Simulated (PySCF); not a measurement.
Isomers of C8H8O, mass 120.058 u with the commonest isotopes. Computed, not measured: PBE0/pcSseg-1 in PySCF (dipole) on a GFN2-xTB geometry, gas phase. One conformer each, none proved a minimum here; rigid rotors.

**Question.** Order these by rotational constant B, largest first.
A. `[CH2:1]=[C:2]1[CH:3]=[CH:4]/[C:5]1=[CH:6]\[C:7]([CH3:8])=[O:9]` with C5–C6–C7–C8 178°
B. `[CH3:1][C:2](=[O:3])[c:4]1[cH:5][cH:6][cH:7][cH:8][cH:9]1` with C1–C2–C4–C5 0° (acetophenone)
C. `[OH:1][C@@:2]12[C@H:3]3[CH:4]=[CH:5][C@@H:6]1[C@@H:7]2[CH:8]=[CH:9]3` with H–O1–C2–C3 -72°, O1–C2–C3–C4 131°, C2–C3–C4–C5 15°, C4–C5–C6–C7 56°, C5–C6–C7–C8 1°

**Answer.** C (2084 MHz), B (1234 MHz), A (992.1 MHz).

**Question.** Order these by rotational constant A, largest first.
A. `[CH2:1]=[C:2]1[CH:3]=[CH:4]/[C:5]1=[CH:6]\[C:7]([CH3:8])=[O:9]` with C5–C6–C7–C8 178°
B. `[O:1]=[CH:2][CH2:3][c:4]1[cH:5][cH:6][cH:7][cH:8][cH:9]1` with O1–C2–C3–C4 -122°, C2–C3–C4–C5 -85°
C. `[OH:1][C@@:2]12[C@H:3]3[CH:4]=[CH:5][C@@H:6]1[C@@H:7]2[CH:8]=[CH:9]3` with H–O1–C2–C3 -72°, O1–C2–C3–C4 131°, C2–C3–C4–C5 15°, C4–C5–C6–C7 56°, C5–C6–C7–C8 1°
D. `[CH3:1][C:2](=[O:3])[c:4]1[cH:5][cH:6][cH:7][cH:8][cH:9]1` with C1–C2–C4–C5 0°

**Answer.** B (4019 MHz), A (3850 MHz), D (3724 MHz), C (2532 MHz).

**Question.** Order these by radius of gyration √(Σ m r²/M), smallest first.
A. `[O:1]=[CH:2][CH2:3][c:4]1[cH:5][cH:6][cH:7][cH:8][cH:9]1` with O1–C2–C3–C4 -122°, C2–C3–C4–C5 -85°
B. `[CH2:1]=[C:2]1[CH:3]=[CH:4]/[C:5]1=[CH:6]\[C:7]([CH3:8])=[O:9]` with C5–C6–C7–C8 178°
C. `[OH:1][C@@:2]12[C@H:3]3[CH:4]=[CH:5][C@@H:6]1[C@@H:7]2[CH:8]=[CH:9]3` with H–O1–C2–C3 -72°, O1–C2–C3–C4 131°, C2–C3–C4–C5 15°, C4–C5–C6–C7 56°, C5–C6–C7–C8 1°
D. `[CH3:1][C:2](=[O:3])[c:4]1[cH:5][cH:6][cH:7][cH:8][cH:9]1` with C1–C2–C4–C5 0°

**Answer.** C (1.731 Å), D (2.128 Å), A (2.235 Å), B (2.307 Å).

```tsv
SMILES	point group	Ia (u·Å²)	Ib (u·Å²)	Ic (u·Å²)	κ	μa (D)	μb (D)	μc (D)
O[C@@]12[C@H]3C=C[C@@H]1[C@@H]2C=C3	–	199.63	242.50	277.56	-0.26	0.46	1.27	0.10
C=C1C=C/C1=C\C(C)=O	near Cs	131.26	509.40	637.42	-0.87	1.65	1.86	0.08
CC(=O)c1ccccc1	Cs	135.72	409.39	541.96	-0.78	2.01	2.40	0.00
O=CCc1ccccc1	C1	125.76	504.50	568.72	-0.93	2.28	1.32	0.86
```
